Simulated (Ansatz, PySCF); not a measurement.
**Ladder of methods for the lattice parameter a of rock-salt CaO**

Reference value: 4.781 Å (measured, zero-point anharmonic expansion removed; as tabulated in Chen et al. (2018), doi:10.1103/physrevmaterials.2.073803).

**Question.** What do PBE, rVV10, r²SCAN+rVV10, Hartree–Fock, CCSD(T) give, and how far is each from the reference?

**Answer.** 
```
level (code)              value (Å)  error (%)
---------------------  ------------  ---------
PBE (Ansatz)                  4.831      +1.05
rVV10 (Ansatz)                4.826      +0.94
r²SCAN+rVV10 (Ansatz)         4.780      -0.02
Hartree–Fock (Ansatz)         4.858      +1.61
CCSD(T) (PySCF)        4.829 ± 0.04      +1.00
```

Closest of the ranked levels: r²SCAN+rVV10 (-0.02 %). Farthest off among them: Hartree–Fock (+1.61 %). Of the ranked levels only r²SCAN+rVV10 lands within 0.5 %.

A ± on a computed value is a rough bar: the spread of its extrapolation, a floor set from checks against published values, or a statistical error. Cutoffs and k meshes differ between the levels. Ansatz's density-functional and Hartree–Fock values are scalar-relativistic unless marked +SOC, with PAW data made under PBE.

Differences are worked out from the printed values.

Ansatz is a quantum-chemistry and plane-wave program.
